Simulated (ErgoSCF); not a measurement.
# CH5Al (AlH2Me) at 3 levels

Wanted: a comparison of 3 runs (HF/def2-SVP, B3LYP/def2-SVP, PBE0/def2-SVP) of CH5Al (AlH2Me). 

Program for the calculation: ErgoSCF 3.8.

## 1. The molecule

The species is CH5Al (7 atoms), meant as a singlet with charge 0. SMILES: `[H][Al]([H])[CH3]`. The shape comes from GFN2-xTB, which is rough for such elements, and wasn't checked as a minimum.

Bond lengths: Al1–C4 1.985 Å, Al1–H2 1.551 Å, Al1–H3 1.551 Å, C4–H5 1.097 Å, C4–H6 1.098 Å, C4–H7 1.098 Å. Angles: Al1–C4–H5 113.2°, Al1–C4–H6 112.2°, Al1–C4–H7 112.2°, H2–Al1–C4 123.8°, H3–Al1–C4 123.7°, H5–C4–H6 106.1°, H5–C4–H7 105.9°, H6–C4–H7 106.7°, H2–Al1–H3 112.5°.

## 2. A single-point energy at HF/def2-SVP (run 1)

The input, mol.xyz:

```xyz
7
CH5Al
Al     0.532240     0.925980    -0.002840
H      2.079610     1.030730     0.039470
H     -0.157080     2.315610    -0.032820
C     -0.456800    -0.794540    -0.002750
H     -0.578610    -1.223840    -1.005100
H     -1.469240    -0.690290     0.408830
H      0.049890    -1.563640     0.595200
```

The input, ergo.in:

```
# CH5Al
set_nthreads(1)
basis = "def2-SVP"
scf.max_number_of_iterations = 120
scf.output_mulliken_pop = 1
tmpdir = "."
scf.use_diagonalization = 1
molecule "mol.xyz"
run "HF"
```

The basis set def2-SVP is read from a file made from the Basis Set Exchange's data (not shown).

Run with:

```bash
$ ergo ergo.in
```

Standard output:

```text
[...]
INSC SCF_general constructor, number of basis functions: 57
[...]
INSC Energy   1 =        -96.20435912330
[...]
INDE E_LUMO =          0.05435677372
[...]
INSC Energy  14 =       -282.57407048303  ( diff     -0.000000000003979 )
[...]
RESC CONVERGED after  14 iterations.
RESC FINAL ENERGY:       -282.57407048303
[...]
INSC SCF: dipole_moment_x [atomic units] =      -0.15921929
INSC SCF: dipole_moment_y [atomic units] =      -0.27945721
INSC SCF: dipole_moment_z [atomic units] =      -0.00760440
[...]
```

Run time: 7.5 s. Hardware: 1 thread of Arm Neoverse V1, shared host; peak memory 0.26 GiB.

## 3. The energy at B3LYP/def2-SVP (run 2)

The input, ergo.in:

```
set_nthreads("env")
molecule_inline Angstrom
Al     0.532240     0.925980    -0.002840
H      2.079610     1.030730     0.039470
H     -0.157080     2.315610    -0.032820
C     -0.456800    -0.794540    -0.002750
H     -0.578610    -1.223840    -1.005100
H     -1.469240    -0.690290     0.408830
H      0.049890    -1.563640     0.595200
EOF
scf.use_diagonalization = 1
XC.angint = 41
basis = "def2-SVP"
XC.sparse_mode = 0
scf.max_number_of_iterations = 120
XC.radint = 1e-11
tmpdir = "."
scf.output_mulliken_pop = 1
run "B3LYP-G"
```

The basis set def2-SVP is read from a file made from the Basis Set Exchange's data (not shown).

Run with:

```bash
$ ergo ergo.in
```

Standard output:

```text
[...]
INDF Weighted mixed functional:
[...]
INSC Energy   1 =       -101.22037635802
[...]
INDE E_LUMO =         -0.05480157427
[...]
INSC Energy  13 =       -283.44184164496  ( diff     -0.000000000033083 )
[...]
RESC CONVERGED after  13 iterations.
RESC FINAL ENERGY:       -283.44184164496
[...]
INSC SCF: dipole_moment_x [atomic units] =      -0.17469476
INSC SCF: dipole_moment_y [atomic units] =      -0.30621153
INSC SCF: dipole_moment_z [atomic units] =      -0.00669438
[...]
```

Run time: 9.9 s. Hardware: 1 thread of Arm Neoverse V1, shared host; peak memory 0.26 GiB.

## 4. The energy at PBE0/def2-SVP (run 3)

Edit mol.xyz of step 2 so:

```diff
@@ -1,3 +1,3 @@
 7
-CH5Al
+
 Al     0.532240     0.925980    -0.002840
```

The input, run.inp:

```
set_nthreads("env")
molecule "mol.xyz"
XC.sparse_mode = 0
scf.use_diagonalization = 1
XC.radint = 1e-11
basis = "def2-SVP"
scf.max_number_of_iterations = 120
XC.angint = 41
scf.output_mulliken_pop = 1
tmpdir = "."
run "PBE0"
```

The basis set def2-SVP is read from a file made from the Basis Set Exchange's data (not shown).

Run with:

```bash
$ ergo run.inp
```

Standard output:

```text
[...]
INDF Weighted mixed functional:
[...]
INSC Energy   1 =       -100.94042317862
[...]
INDE E_LUMO =         -0.04673912734
[...]
INSC Energy  13 =       -283.24282348334  ( diff     -0.000000000014325 )
[...]
RESC CONVERGED after  13 iterations.
RESC FINAL ENERGY:       -283.24282348334
[...]
INSC SCF: dipole_moment_x [atomic units] =      -0.17732331
INSC SCF: dipole_moment_y [atomic units] =      -0.31088094
INSC SCF: dipole_moment_z [atomic units] =      -0.00646720
[...]
```

Wall time 9.9 s (1 thread of Arm Neoverse V1, shared host); peak memory 0.26 GiB.

## 5. Overview of the runs

```tsv
run	level	integration grid	radint	energy (Eh)	dipole moment (D)	wall time
1	HF/def2-SVP	–	–	-282.574070	0.82	7.5 s
2	B3LYP/def2-SVP	Turbo	1e-11	-283.441842	0.90	9.9 s
3	PBE0/def2-SVP	Turbo	1e-11	-283.242823	0.91	9.9 s
```

## 6. Results

```
            quantity          value
 run 3: total energy  -283.24282 Eh
run 3: dipole moment         0.91 D
```

The dipole moment (its size) runs from 0.82 D (HF/def2-SVP) to 0.91 D (PBE0/def2-SVP). Totals of different functionals can't be ranked against each other. All runs together took 27 s, the longest 9.9 s.
